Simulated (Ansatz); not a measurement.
Reaction (SMILES): ClCl (Cl2) → Cl2+ (doublet, bonded as ClCl) + e-
B3LYP-D3(BJ)/def2-TZVP geometries, fixed; electronic energies without zero-point terms.

Energies in hartree at PBE with Ansatz (a program for electronic structure); the adiabatic ionisation energy is their sum with the coefficients shown, times 27.2114 eV a hartree. All functions are spherical. The program fits the integrals of some runs and decomposes those of others, by size. Open shells are unrestricted. No added dispersion term, no relativity.

| species | coefficient | part | aug-cc-pV(D+d)Z | aug-cc-pV(T+d)Z | aug-cc-pV(Q+d)Z |
|---|---|---|---|---|---|
| ClCl (Cl2) | -1 | PBE | -920.00508 | -920.03708 | -920.04417 |
| Cl2+ (doublet, bonded as ClCl) | +1 | PBE | -919.59304 | -919.62791 | -919.63549 |

Task: Predict the adiabatic ionisation energy in aug-cc-pV(5+d)Z (X = 5): let each PBE step shrink by the ratio of the last two. Compare with the run.

Result: 
- ClCl (Cl2): steps -0.03200 and -0.00709, ratio 0.222, so PBE -920.04574 (run: -920.05068).
- Cl2+ (doublet, bonded as ClCl): steps -0.03487 and -0.00758, ratio 0.217, so PBE -919.63713 (run: -919.64216).
Predicted 11.119 eV; the run in aug-cc-pV(5+d)Z gives 11.116, a miss of 0.002. Keeping the value in aug-cc-pV(Q+d)Z, 11.121, would miss by 0.004. All sums are of the energies as printed.
